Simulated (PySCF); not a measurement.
**Partial charges of H2O2**

Species: H₂O₂.
Geometry (GFN2-xTB, Å), atoms numbered from 1 in this order:
```xyz
4
H2O2 angstrom
O      0.578   -0.021    0.410
O     -0.573    0.024   -0.422
H      1.296    0.019   -0.234
H     -1.290   -0.018    0.223
```

The species is `OO` (H2O2).

Density: PBE0/pcSseg-1 (PySCF); schemes: Mulliken, IAO, Hirshfeld and ESP-fitted. Geometry: GFN2-xTB; no solvent, vibrations or thermal averaging.

At which atom do the 4 schemes differ most?

At O2 and H4: from -0.470 (ESP-fitted) to -0.176 e (Hirshfeld), 0.294 e apart.

For which atoms does the sign change between the 4 schemes (beyond +0.03 e in one, beyond −0.03 e in another)?

For none.

Do the Mulliken, IAO, Hirshfeld and ESP-fitted schemes agree on where the charge is highest?

All schemes pick atoms of one kind: Mulliken H3 and H4 (+0.256); IAO H3 and H4 (+0.380); Hirshfeld H3 and H4 (+0.176); ESP-fitted H4 (+0.470).

Give the atomic charges in each scheme.

In e:

```json
{"atom": "O1", "environment": "peroxide oxygen", "Mulliken": "-0.256", "IAO": "-0.380", "Hirshfeld": "-0.176", "ESP-fitted": "-0.467"}
{"atom": "O2", "environment": "peroxide oxygen", "Mulliken": "-0.256", "IAO": "-0.380", "Hirshfeld": "-0.176", "ESP-fitted": "-0.470"}
{"atom": "H3", "environment": "hydroxyl hydrogen", "Mulliken": "+0.256", "IAO": "+0.380", "Hirshfeld": "+0.176", "ESP-fitted": "+0.468"}
{"atom": "H4", "environment": "hydroxyl hydrogen", "Mulliken": "+0.256", "IAO": "+0.380", "Hirshfeld": "+0.176", "ESP-fitted": "+0.470"}
```

Mean size of the charges over all atoms: ESP-fitted 0.469 e, IAO 0.380 e, Mulliken 0.256 e, Hirshfeld 0.176 e. Each set sums to the total charge, 0, to within 0.001 e. The Mulliken scheme counts on each atom the diagonal of the density matrix times the overlap matrix over that atom's basis functions.

How many electrons does the Hirshfeld scheme count on O1?

Z − q = 8 − (-0.176) = 8.176.

Sum the charges by element.

```csv
element,atoms,Mulliken,IAO,Hirshfeld,ESP-fitted
O,2,-0.512,-0.760,-0.353,-0.938
H,2,+0.512,+0.760,+0.353,+0.938
```
